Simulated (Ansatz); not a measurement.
System: α-phase S. Method: r²SCAN+rVV10 (plane waves, PAW; Ansatz, a first-principles code).

Run with plane-wave cutoff 500 eV, 6×6×6 k mesh, Fermi–Dirac smearing 0.05 eV, scalar-relativistic PAW data made under PBE.

Cell (relaxed at this level):

```xyz
32
Lattice="0.0000 6.3563 12.2060 5.1717 0.0000 12.2060 5.1717 6.3563 0.0000" Properties=species:S:1:pos:R:3 pbc="T T T"
S      8.8497    10.1178    19.5360
S      8.8497     5.7729    10.9790
S      4.0796    10.1178    10.9790
S      4.0796     5.7729    19.5360
S      1.4938     6.9397    13.4330
S      6.2638     2.5948    13.4330
S      6.2638     6.9397     4.8760
S      1.4938     2.5948     4.8760
S      7.3005     9.7394    18.2334
S      7.3005     6.1514    12.2815
S      5.6288     9.7394    12.2815
S      5.6288     6.1514    18.2334
S      3.0429     6.5612    12.1304
S      4.7147     2.9733    12.1304
S      4.7147     6.5612     6.1785
S      3.0429     2.9733     6.1785
S      8.1073     9.1040    16.4527
S      8.1073     6.7868    14.0622
S      4.8220     9.1040    14.0622
S      4.8220     6.7868    16.4527
S      2.2362     5.9258    10.3497
S      5.5214     3.6086    10.3497
S      5.5214     5.9258     7.9592
S      2.2362     3.6086     7.9592
S      2.9522     5.2134     3.1794
S      4.8054     4.3211     3.1794
S      4.8054     5.2134    15.1296
S      2.9522     4.3211    15.1296
S      5.5381     8.3915    21.2326
S      5.5381     7.4993     9.2824
S      7.3912     8.3915     9.2824
S      7.3912     7.4993    21.2326
```

Problem. Predict the band gap.

Solution. 
band gap: 2.23 eV (on the SCF k mesh)

Note: the relaxation could not lower the start's symmetry, so the cell can be a saddle point above a distorted one.

Static lattice: no zero-point or thermal effects.
